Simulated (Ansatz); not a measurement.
# Low-lying states of NaCl

Program: Ansatz, Gaussian basis, development build. State-averaged CASSCF with equal weights; occupations are averaged over the states; levels count from the state that is lowest in CASSCF. Solutions may break the symmetry of the shape. The lowest solution met needn't be the lowest there is, nor hold the orbitals that a chemist would pick. The average may hold one member of a degenerate pair alone.

Geometry: bond length 2.3384 Å.

Basis cc-pVDZ, nonrelativistic, 10 orbitals frozen in the corrections; active space CAS(6,6). Averaged: 2 singlets.

CASSCF levels: singlet 0.00, singlet 3.83 eV.

How does SC-NEVPT2 move them?

singlet 0.00, singlet 4.37 eV, in the same order of listing. The lowest state stays.

Geometry: bond length 3.5076 Å. A bond is stretched, to 1.31 times the sum of the covalent radii.

Basis cc-pVDZ, nonrelativistic, 10 orbitals frozen in the corrections; active space CAS(6,6). Averaged: 2 singlets.

CASSCF levels: singlet 0.00, singlet 1.75 eV.

How does SC-NEVPT2 move them?

singlet 0.00, singlet 2.33 eV, in the same order of listing. The lowest state stays.
